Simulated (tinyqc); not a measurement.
Inside a calculation. Method: CIS on RHF in the sto-3g basis, frozen core, for H2O, spin multiplicity 1. Computed by tinyqc, a small Python program that keeps every step (integrals from PySCF). Settings: charge = 0, multiplicity = 1, basis = sto-3g, method = RHF, frozen orbitals = 1, energy threshold = 1e-10, iteration cap = 57, orthogonalisation = symmetric, start = core, DIIS depth = 6. Command: `OMP_NUM_THREADS=1 python tinyqc.py 31603 31604 out.jsonl` (the two numbers bound the seeds that draw the settings). One thread of a shared host (Intel(R) Xeon(R) Processor @ 2.60GHz), about 0.06 s of CPU time with the checks. The early iterations of the SCF are left out here.

## One-electron integrals

Geometry (angstrom):

| atom | x | y | z |
|---|---|---|---|
| O | 0.000000 | 0.000000 | 0.000000 |
| H | 0.000000 | 0.833000 | 0.660000 |
| H | 0.000000 | -0.833000 | 0.660000 |

Basis sto-3g: exponents (1/bohr^2) and contraction coefficients of normalised primitives:

| element | l (shell) | exponent | coefficient |
|---|---|---|---|
| O | s (1) | 130.709320 | 0.154329 |
| O | s (1) | 23.808861 | 0.535328 |
| O | s (1) | 6.443608 | 0.444635 |
| O | s (2) | 5.033151 | -0.099967 |
| O | s (2) | 1.169596 | 0.399513 |
| O | s (2) | 0.380389 | 0.700115 |
| O | p (3) | 5.033151 | 0.155916 |
| O | p (3) | 1.169596 | 0.607684 |
| O | p (3) | 0.380389 | 0.391957 |
| H | s (1) | 3.425251 | 0.154329 |
| H | s (1) | 0.623914 | 0.535328 |
| H | s (1) | 0.168855 | 0.444635 |

Overlap, kinetic and nuclear-attraction integrals over the contracted functions; the nuclear repulsion is the sum of Za Zb / Rab.

nuclear repulsion = 8.28436364 hartree

overlap S, lower triangle:
```
           1O 1s     1O 2s    1O 2px     1O 2py    1O 2pz     2H 1s     3H 1s
1O 1s   1.000000
1O 2s   0.236704  1.000000
1O 2px  0.000000  0.000000  1.000000
1O 2py  0.000000  0.000000  0.000000   1.000000
1O 2pz  0.000000  0.000000  0.000000   0.000000  1.000000
2H 1s   0.041969  0.408228  0.000000   0.278123  0.220361  1.000000
3H 1s   0.041969  0.408228  0.000000  -0.278123  0.220361  0.201340  1.000000
```

kinetic energy T (hartree), lower triangle:
```
            1O 1s     1O 2s    1O 2px     1O 2py    1O 2pz      2H 1s     3H 1s
1O 1s   29.003200
1O 2s   -0.168011  0.808128
1O 2px   0.000000  0.000000  2.528731
1O 2py   0.000000  0.000000  0.000000   2.528731
1O 2pz   0.000000  0.000000  0.000000   0.000000  2.528731
2H 1s   -0.007601  0.083720  0.000000   0.164341  0.130210   0.760032
3H 1s   -0.007601  0.083720  0.000000  -0.164341  0.130210  -0.001116  0.760032
```

nuclear attraction V (hartree), lower triangle:
```
             1O 1s       1O 2s     1O 2px      1O 2py     1O 2pz      2H 1s      3H 1s
1O 1s   -61.614296
1O 2s    -7.418799  -10.041116
1O 2px    0.000000    0.000000  -9.902562
1O 2py    0.000000    0.000000   0.000000  -10.022838
1O 2pz   -0.015640   -0.189709   0.000000    0.000000  -9.978067
2H 1s    -1.348784   -3.192569   0.000000   -1.919795  -1.575739  -5.431364
3H 1s    -1.348784   -3.192569   0.000000    1.919795  -1.575739  -1.207301  -5.431364
```

core Hamiltonian H = T + V (hartree), lower triangle:
```
             1O 1s      1O 2s     1O 2px     1O 2py     1O 2pz      2H 1s      3H 1s
1O 1s   -32.611096
1O 2s    -7.586810  -9.232988
1O 2px    0.000000   0.000000  -7.373831
1O 2py    0.000000   0.000000   0.000000  -7.494107
1O 2pz   -0.015640  -0.189709   0.000000   0.000000  -7.449336
2H 1s    -1.356386  -3.108849   0.000000  -1.755454  -1.445529  -4.671332
3H 1s    -1.356386  -3.108849   0.000000   1.755454  -1.445529  -1.208417  -4.671332
```

## Two-electron integrals

Functions are numbered as in S; the eight-fold symmetry (ij|kl) = (ji|kl) = (kl|ij) leaves the list below.

Two-electron integrals (ij|kl) in chemists' order, unique and non-zero (hartree):
```
(11|11) 4.785065    (21|11) 0.741380    (21|21) 0.136873    (22|11) 1.118947
(22|21) 0.256633    (22|22) 0.817206    (31|31) 0.024477    (32|31) 0.037809
(32|32) 0.180518    (33|11) 1.115814    (33|21) 0.256684    (33|22) 0.817023
(33|33) 0.880159    (41|41) 0.024477    (42|41) 0.037809    (42|42) 0.180518
(43|43) 0.047444    (44|11) 1.115814    (44|21) 0.256684    (44|22) 0.817023
(44|33) 0.785270    (44|44) 0.880159    (51|51) 0.024477    (52|51) 0.037809
(52|52) 0.180518    (53|53) 0.047444    (54|54) 0.047444    (55|11) 1.115814
(55|21) 0.256684    (55|22) 0.817023    (55|33) 0.785270    (55|44) 0.785270
(55|55) 0.880159    (61|11) 0.133193    (61|21) 0.024393    (61|22) 0.045478
(61|33) 0.045389    (61|41) 0.000881    (61|42) 0.001655    (61|44) 0.045557
(61|51) 0.000698    (61|52) 0.001311    (61|54) 0.000133    (61|55) 0.045494
(61|61) 0.004404    (62|11) 0.335150    (62|21) 0.077880    (62|22) 0.275918
(62|33) 0.271142    (62|41) 0.004591    (62|42) 0.035575    (62|44) 0.279780
(62|51) 0.003638    (62|52) 0.028187    (62|54) 0.006845    (62|55) 0.276565
(62|61) 0.014164    (62|62) 0.116877    (63|31) 0.008013    (63|32) 0.047140
(63|43) 0.007325    (63|53) 0.005804    (63|63) 0.016357    (64|11) 0.192897
(64|21) 0.045390    (64|22) 0.171689    (64|33) 0.163960    (64|41) 0.010351
(64|42) 0.068011    (64|44) 0.183735    (64|51) 0.001853    (64|52) 0.016537
(64|54) 0.009865    (64|55) 0.167177    (64|61) 0.008607    (64|62) 0.088356
(64|64) 0.082376    (65|11) 0.152836    (65|21) 0.035964    (65|22) 0.136032
(65|33) 0.129908    (65|41) 0.001853    (65|42) 0.016537    (65|44) 0.133969
(65|51) 0.009481    (65|52) 0.060242    (65|54) 0.010543    (65|55) 0.144065
(65|61) 0.006820    (65|62) 0.070006    (65|64) 0.052309    (65|65) 0.057802
(66|11) 0.485518    (66|21) 0.114649    (66|22) 0.466789    (66|33) 0.448167
(66|41) 0.008496    (66|42) 0.091619    (66|44) 0.482128    (66|51) 0.006732
(66|52) 0.072591    (66|54) 0.026908    (66|55) 0.469487    (66|61) 0.021019
(66|62) 0.252696    (66|64) 0.218001    (66|65) 0.172726    (66|66) 0.774606
(71|11) 0.133193    (71|21) 0.024393    (71|22) 0.045478    (71|33) 0.045389
(71|41) -0.000881   (71|42) -0.001655   (71|44) 0.045557    (71|51) 0.000698
(71|52) 0.001311    (71|54) -0.000133   (71|55) 0.045494    (71|61) 0.004336
(71|62) 0.013720    (71|64) 0.007643    (71|65) 0.006612    (71|66) 0.020164
(71|71) 0.004404    (72|11) 0.335150    (72|21) 0.077880    (72|22) 0.275918
(72|33) 0.271142    (72|41) -0.004591   (72|42) -0.035575   (72|44) 0.279780
(72|51) 0.003638    (72|52) 0.028187    (72|54) -0.006845   (72|55) 0.276565
(72|61) 0.013720    (72|62) 0.093998    (72|64) 0.049181    (72|65) 0.054732
(72|66) 0.165526    (72|71) 0.014164    (72|72) 0.116877    (73|31) 0.008013
(73|32) 0.047140    (73|43) -0.007325   (73|53) 0.005804    (73|63) 0.012699
(73|73) 0.016357    (74|11) -0.192897   (74|21) -0.045390   (74|22) -0.171689
(74|33) -0.163960   (74|41) 0.010351    (74|42) 0.068011    (74|44) -0.183735
(74|51) -0.001853   (74|52) -0.016537   (74|54) 0.009865    (74|55) -0.167177
(74|61) -0.007643   (74|62) -0.049181   (74|64) -0.013524   (74|65) -0.028036
(74|66) -0.077802   (74|71) -0.008607   (74|72) -0.088356   (74|74) 0.082376
(75|11) 0.152836    (75|21) 0.035964    (75|22) 0.136032    (75|33) 0.129908
(75|41) -0.001853   (75|42) -0.016537   (75|44) 0.133969    (75|51) 0.009481
(75|52) 0.060242    (75|54) -0.010543   (75|55) 0.144065    (75|61) 0.006612
(75|62) 0.054732    (75|64) 0.028036    (75|65) 0.044089    (75|66) 0.105292
(75|71) 0.006820    (75|72) 0.070006    (75|74) -0.052309   (75|75) 0.057802
(76|11) 0.119686    (76|21) 0.028078    (76|22) 0.108236    (76|33) 0.105656
(76|44) 0.107771    (76|51) 0.002037    (76|52) 0.018903    (76|55) 0.111163
(76|61) 0.005054    (76|62) 0.045657    (76|64) 0.029913    (76|65) 0.030749
(76|66) 0.103069    (76|71) 0.005054    (76|72) 0.045657    (76|74) -0.029913
(76|75) 0.030749    (76|76) 0.022213    (77|11) 0.485518    (77|21) 0.114649
(77|22) 0.466789    (77|33) 0.448167    (77|41) -0.008496   (77|42) -0.091619
(77|44) 0.482128    (77|51) 0.006732    (77|52) 0.072591    (77|54) -0.026908
(77|55) 0.469487    (77|61) 0.020164    (77|62) 0.165526    (77|64) 0.077802
(77|65) 0.105292    (77|66) 0.314067    (77|71) 0.021019    (77|72) 0.252696
(77|74) -0.218001   (77|75) 0.172726    (77|76) 0.103069    (77|77) 0.774606
```

## Orthogonalisation

S = U s U^T; symmetric (Loewdin) form X = U s^(-1/2) U^T, so that X^T S X = 1.

eigenvalues of S: 0.410706  0.493326  0.884884  1.000000  1.099487  1.305333  1.806264

X, lower triangle:
```
            1O 1s      1O 2s    1O 2px     1O 2py     1O 2pz      2H 1s     3H 1s
1O 1s    1.023779
1O 2s   -0.138379   1.176846
1O 2px   0.000000   0.000000  1.000000
1O 2py   0.000000   0.000000  0.000000   1.081507
1O 2pz  -0.008246   0.081778  0.000000   0.000000   1.043168
2H 1s    0.019806  -0.238992  0.000000  -0.187862  -0.126617   1.147456
3H 1s    0.019806  -0.238992  0.000000   0.187862  -0.126617  -0.070049  1.147456
```

## Iteration 8 (converged): orbitals

converged F (hartree), lower triangle:
```
             1O 1s      1O 2s     1O 2px     1O 2py     1O 2pz      2H 1s      3H 1s
1O 1s   -20.249769
1O 2s    -5.163550  -2.418662
1O 2px    0.000000   0.000000  -0.388310
1O 2py    0.000000   0.000000   0.000000  -0.252280
1O 2pz   -0.026489  -0.086983   0.000000   0.000000  -0.293645
2H 1s    -0.931774  -0.855170   0.000000  -0.366388  -0.338428  -0.455024
3H 1s    -0.931774  -0.855170   0.000000   0.366388  -0.338428  -0.286900  -0.455024
```

Diagonalise F' = X^T F X, C = X C', fill 5 alpha and 5 beta electrons from the bottom; D = 2 C_occ C_occ^T. Each column has its largest component positive (the first on a tie).

F' = X^T F X (hartree), lower triangle:
```
            1          2          3          4          5          6          7
1  -19.873871
2   -2.688411  -1.293323
3    0.000000   0.000000  -0.388310
4    0.000000   0.000000   0.000000  -0.009185
5   -0.054853   0.106900   0.000000   0.000000  -0.157977
6   -0.115659  -0.431682   0.000000  -0.418588  -0.311321  -0.010602
7   -0.115659  -0.431682   0.000000   0.418588  -0.311321  -0.078787  -0.010602
```

orbital energies (hartree): MO1 -20.258180, MO2 -1.223337, MO3 -0.563736, MO4 -0.443135, MO5 -0.388310, MO6 0.510091, MO7 0.622736

coefficients C:
```
              MO1        MO2        MO3        MO4       MO5        MO6        MO7
1O 1s    0.994365  -0.237353   0.000000   0.097021  0.000000  -0.116676   0.000000
1O 2s    0.024627   0.872377   0.000000  -0.498639  0.000000   0.717460   0.000000
1O 2px   0.000000   0.000000   0.000000   0.000000  1.000000   0.000000   0.000000
1O 2py   0.000000   0.000000   0.607648   0.000000  0.000000   0.000000   0.933276
1O 2pz   0.003454   0.096852   0.000000   0.751591  0.000000   0.743464   0.000000
2H 1s   -0.004906   0.148491   0.451468   0.318048  0.000000  -0.728502  -0.756722
3H 1s   -0.004906   0.148491  -0.451468   0.318048  0.000000  -0.728502   0.756722
```

D after iteration 8, lower triangle:
```
            1O 1s      1O 2s    1O 2px     1O 2py    1O 2pz      2H 1s     3H 1s
1O 1s    2.109023
1O 2s   -0.461903   2.020577
1O 2px   0.000000   0.000000  2.000000
1O 2py   0.000000   0.000000  0.000000   0.738472
1O 2pz   0.106734  -0.580392  0.000000   0.000000  1.148563
2H 1s   -0.018532  -0.058343  0.000000   0.548667  0.506814   0.654104
3H 1s   -0.018532  -0.058343  0.000000  -0.548667  0.506814  -0.161189  0.654104
```

## Convergence

Stop when the energy changes by less than 1e-10 hartree and every element of the error matrix X^T (F D S - S D F) X is below 3e-06.

Course of the cycle:

| iteration | E (hartree) | change | largest element of the error matrix |
|---|---|---|---|
| 1 | -73.27404012 | - | 5.86e-01 |
| 2 | -74.87670188 | -1.60e+00 | 2.10e-01 |
| 3 | -74.95197234 | -7.53e-02 | 4.21e-02 |
| 4 | -74.95434184 | -2.37e-03 | 7.37e-03 |
| 5 | -74.95447477 | -1.33e-04 | 2.13e-03 |
| 6 | -74.95449023 | -1.55e-05 | 1.91e-04 |
| 7 | -74.95449030 | -7.58e-08 | 4.93e-07 |
| 8 | -74.95449030 | -5.68e-13 | 1.70e-08 |

PySCF RHF in the same basis = -74.95449030 hartree

Converged in 8 iterations.

## Integrals over molecular orbitals

(pq|rs) = sum C_ip C_jq C_kr C_ls (ij|kl), one index at a time.

one-electron integrals over orbitals h = C^T H C (hartree), lower triangle:
```
            1          2          3          4          5          6          7
1  -32.594231
2    0.565067  -7.585339
3    0.000000   0.000000  -6.105057
4   -0.218065   0.506279   0.000000  -6.703699
5    0.000000   0.000000   0.000000   0.000000  -7.373831
6    0.267747  -1.263530   0.000000  -1.252503   0.000000  -5.314434
7    0.000000   0.000000  -1.748738   0.000000   0.000000   0.000000  -5.534306
```

Two-electron integrals over orbitals (pq|rs), unique and non-zero (hartree); the lowest 1 orbital is frozen and left out:
```
(22|22) 0.723609    (32|32) 0.134657    (33|22) 0.623794    (33|33) 0.604769
(42|22) -0.016077   (42|33) 0.004933    (42|42) 0.128814    (43|32) 0.025923
(43|43) 0.053067    (44|22) 0.665438    (44|33) 0.575097    (44|42) -0.098116
(44|44) 0.725453    (52|52) 0.148460    (53|53) 0.027048    (54|52) -0.045365
(54|54) 0.050770    (55|22) 0.751709    (55|33) 0.609492    (55|42) -0.077759
(55|44) 0.702260    (55|55) 0.880159    (62|22) 0.135372    (62|33) 0.069224
(62|42) 0.028268    (62|44) 0.069939    (62|55) 0.146768    (62|62) 0.097033
(63|32) -0.037777   (63|43) -0.035181   (63|63) 0.073452    (64|22) 0.117004
(64|33) 0.047179    (64|42) -0.045095   (64|44) 0.130560    (64|55) 0.140155
(64|62) 0.060654    (64|64) 0.089138    (65|52) 0.053590    (65|54) 0.003443
(65|65) 0.035586    (66|22) 0.600114    (66|33) 0.556124    (66|42) 0.051000
(66|44) 0.546239    (66|55) 0.581790    (66|62) 0.094191    (66|64) 0.050476
(66|66) 0.587317    (72|32) 0.050277    (72|43) -0.032011   (72|63) 0.031780
(72|72) 0.066215    (73|22) 0.155906    (73|33) 0.088915    (73|42) -0.078228
(73|44) 0.147450    (73|55) 0.198684    (73|62) 0.071023    (73|64) 0.095026
(73|66) 0.042574    (73|73) 0.157865    (74|32) -0.074559   (74|43) -0.009049
(74|63) 0.051637    (74|72) -0.017031   (74|74) 0.070778    (75|53) 0.023843
(75|75) 0.024820    (76|32) 0.089642    (76|43) 0.058239    (76|63) -0.065521
(76|72) -0.006156   (76|74) -0.059962   (76|76) 0.113056    (77|22) 0.612351
(77|33) 0.590281    (77|42) -0.017137   (77|44) 0.587021    (77|55) 0.613064
(77|62) 0.063419    (77|64) 0.048293    (77|66) 0.554955    (77|73) 0.094173
(77|77) 0.602347
```

## CIS matrix, singlets

A(ia,jb) = (e_a - e_i) d_ij d_ab + 2 (ia|jb) - (ij|ab).

CIS matrix A, singlet (hartree), lower triangle:
```
          2>6        2>7       3>6       3>7       4>6       4>7       5>6       5>7
2>6  1.327380
2>7  0.000000   1.366151
3>6  0.000000  -0.026083  0.664606
3>7  0.052403   0.000000  0.000000  0.911922
4>6  0.070309   0.000000  0.000000  0.131812  0.585263
4>7  0.000000  -0.016924  0.045035  0.000000  0.000000  0.620407
5>6  0.000000   0.000000  0.000000  0.000000  0.000000  0.000000  0.387782
5>7  0.000000   0.000000  0.000000  0.000000  0.000000  0.000000  0.000000  0.447623
```

## CIS singlet states

dipole integrals <i|r|a> (bohr):
```
            x          y          z
2>6  0.000000   0.000000  -0.067682
2>7  0.000000  -0.093816   0.000000
3>6  0.000000  -0.885127   0.000000
3>7  0.000000   0.000000  -0.692124
4>6  0.000000   0.000000  -0.572827
4>7  0.000000  -0.750965   0.000000
5>6  0.071033   0.000000   0.000000
5>7  0.000000   0.000000   0.000000
```

Diagonalise A (1 hartree = 27.211386 eV); each vector has its largest component positive (the first on a tie). The transition dipole is mu = sqrt2 sum c_ia <i|r|a>.

singlet excitation energies (eV): 10.552095  12.180442  14.575698  16.118405  18.809593  25.709902  36.574702  37.213843

lowest vectors:
```
      state 1   state 2    state 3    state 4   state 5    state 6
2>6  0.000000  0.000000  -0.062560   0.000000  0.000000  -0.184232
2>7  0.000000  0.000000   0.000000   0.000743  0.046012   0.000000
3>6  0.000000  0.000000   0.000000  -0.528700  0.847927   0.000000
3>7  0.000000  0.000000  -0.322190   0.000000  0.000000   0.933923
4>6  0.000000  0.000000   0.944606   0.000000  0.000000   0.306345
4>7  0.000000  0.000000   0.000000   0.848808  0.528112   0.000000
5>6  1.000000  0.000000   0.000000   0.000000  0.000000   0.000000
5>7  0.000000  1.000000   0.000000   0.000000  0.000000   0.000000
```

oscillator strengths 2/3 w |mu|^2: 0.002609  0.000000  0.070357  0.022698  1.221927  0.825313

## CIS matrix, triplets

A(ia,jb) = (e_a - e_i) d_ij d_ab - (ij|ab).

CIS matrix A, triplet (hartree), lower triangle:
```
           2>6        2>7        3>6        3>7       4>6       4>7       5>6       5>7
2>6   1.133314
2>7   0.000000   1.233722
3>6   0.000000  -0.089642   0.517703
3>7  -0.089642   0.000000   0.000000   0.596191
4>6  -0.051000   0.000000   0.000000  -0.058239  0.406987
4>7   0.000000   0.017137  -0.058239   0.000000  0.000000  0.478850
5>6   0.000000   0.000000   0.000000   0.000000  0.000000  0.000000  0.316611
5>7   0.000000   0.000000   0.000000   0.000000  0.000000  0.000000  0.000000  0.397982
```

## CIS triplet states

Diagonalise A (1 hartree = 27.211386 eV); each vector has its largest component positive (the first on a tie).

triplet excitation energies (eV): 8.615426  10.423942  10.829652  11.833954  14.962092  16.415395  31.297573  33.892809

lowest vectors:
```
      state 1   state 2   state 3   state 4    state 5    state 6
2>6  0.000000  0.100466  0.000000  0.000000   0.000000   0.129051
2>7  0.000000  0.000000  0.000000  0.051655   0.117795   0.000000
3>6  0.000000  0.000000  0.000000  0.611291   0.781524   0.000000
3>7  0.000000  0.301374  0.000000  0.000000   0.000000   0.941022
4>6  0.000000  0.948198  0.000000  0.000000   0.000000  -0.312767
4>7  0.000000  0.000000  0.000000  0.789718  -0.612654   0.000000
5>6  1.000000  0.000000  0.000000  0.000000   0.000000   0.000000
5>7  0.000000  0.000000  1.000000  0.000000   0.000000   0.000000
```
